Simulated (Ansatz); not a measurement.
# A computed series for InAs: pressure series

The reference is InAs in the zinc blende structure (space group F-43m, No. 216).

```cif
data_As4In4
_chemical_formula_sum 'As4 In4'
_space_group_name_H-M_alt 'F-43m'
_space_group_IT_number 216
_space_group_name_Hall 'F -4 2 3'
_cell_length_a 6.18662
_cell_length_b 6.18662
_cell_length_c 6.18662
_cell_angle_alpha 90.000
_cell_angle_beta 90.000
_cell_angle_gamma 90.000
loop_
_atom_site_label
_atom_site_type_symbol
_atom_site_symmetry_multiplicity
_atom_site_Wyckoff_symbol
_atom_site_fract_x
_atom_site_fract_y
_atom_site_fract_z
_atom_site_occupancy
As1 As 4 c 0.25000 0.25000 0.25000 1
In1 In 4 a 0.00000 0.00000 0.00000 1
```
(The calculation used a cell of 2 atoms; values per cell refer to that cell.)

Cell and atoms are relaxed at each pressure.

Calculations: PBE/PAW in Ansatz (a program for electronic structure), no SOC, earlier PAW set.

```csv
P (GPa),V (Å³/atom)
-2.01,31.007
-1.01,30.261
0.30,29.424
0.70,29.194
1.49,28.767
3.00,28.039
5.00,27.212
```

Fit a third-order Birch–Murnaghan equation of state.

Least squares on P(V) = (3B₀/2)[(V₀/V)^(7/3) − (V₀/V)^(5/3)]·[1 + (3/4)(B₀′ − 4)((V₀/V)^(2/3) − 1)] gives V₀ = 29.60 Å³/atom, B₀ = 48 GPa and B₀′ = 4.8.

Measured bulk modulus of InAs: 58.6 GPa (static lattice; corrected from measurement; as listed in Daniel Mejia-Rodriguez, S. B. Trickey, Phys. Rev. B (2018)); the computed value is 17 % below it.

The mesh was chosen for an insulator and is coarse for the gapless case. Load acts through the strain it causes; cell and atoms are relaxed under it. Stability against distortions was not tested. Tetrahedral semiconductors of this kind turn to denser phases somewhere between about 1 and 50 GPa; those were not computed, so compressed cells here can lie past the real transition. The final runs are not spin-polarised.
